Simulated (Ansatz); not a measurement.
```xyz
4

F    -0.515    2.433    0.146
Mg   -0.246    0.732   -0.162
S     0.092   -1.478   -0.591
H     0.669   -1.686    0.607
```

The species carries charge 0 and has multiplicity 1.

List the B3LYP/def2-TZVPP orbital energies in eV (the Gaussian-basis code of Ansatz). (Estimate.)

The calculation gave: Occupied: -2417.48, -1275.07, -669.41, -215.49, -160.05, -159.94, -159.87, -85.55, -51.44, -51.42, -51.27, -29.55, -19.25, -10.98, -10.56, -9.87, -9.87, -8.28, -7.19. Lowest empty: -1.93, -0.51, -0.11, 0.47, 2.15, 2.47, 2.61, 3.42.

B3LYP here is the variant with VWN-RPA as its local correlation; programs differ in this.
